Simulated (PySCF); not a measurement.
```xyz
3

C      1.1552    -0.0252     0.0000
C     -0.0447     0.0039     0.0000
H     -1.1106     0.0213     0.0000
```

Charge 0, multiplicity 2.

Q: Give the Mulliken and meta-Löwdin atomic charges from PySCF 2.14.0 with PBE0-D4/def2-TZVP.

A: 
```json
[
 {"atom": "C1", "Mulliken (e)": "-0.03", "meta-Löwdin (e)": "0.02"},
 {"atom": "C2", "Mulliken (e)": "-0.17", "meta-Löwdin (e)": "-0.20"},
 {"atom": "H3", "Mulliken (e)": "0.21", "meta-Löwdin (e)": "0.19"}
]
```
